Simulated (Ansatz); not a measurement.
# Basis-set limit of AlSiH, quintet

```xyz
3

Si    0.0000   -0.0360    1.1654
Al    0.0000   -0.0118   -1.2249
H     0.0000    1.3177    0.3154
```

Connectivity, by distances: SiH–Al.

Ansatz 0.2.0, UHF determinant, valence electrons correlated. Energies in eV.

```tsv
set	X	functions	Hartree–Fock	MP2 correlation	CCSD(T) correlation	time
def2-TZVPP	3	98	-14456.4829	-3.0367	-3.9793	26 s on 1 × NVIDIA H100 80GB HBM3 with 1 thread of AMD EPYC 7R13 Processor (Zen 3) (shared host)
def2-QZVPP	4	170	-14456.9037	-3.2606	-4.1744	38 s on 1 × NVIDIA H100 80GB HBM3 with 1 thread of AMD EPYC 7R13 Processor (Zen 3), on a shared host
```

Hartree–Fock is taken to follow E(X) = E∞ + A·exp(−7.88·√X), correlation E(X) = E∞ + B·X^−2.97.

Cautions: another spin lies lower.

Work out the CCSD(T) energy at the limit, and how far the shortcut misses it that extrapolates MP2 and adds CCSD(T) minus MP2 from the smaller set.

Hartree–Fock: E∞ = E4 + 0.1377·(E4 − E3) = -14456.9616. Correlation: E∞ = E4 + 0.7407·(E4 − E3) = -4.3188 for CCSD(T) and -3.4266 for MP2. The limit is -14461.2805 eV, 0.202 eV below def2-QZVPP. The shortcut gives a correlation energy of -3.4266 + (-0.9427) = -4.3692, 50 meV lower than the direct value.

Past Ne part of the Hartree–Fock step between the two sets comes from the cores, which don't follow the formula, so the 58 meV that it adds to the total can overshoot; that part largely cancels in differences.
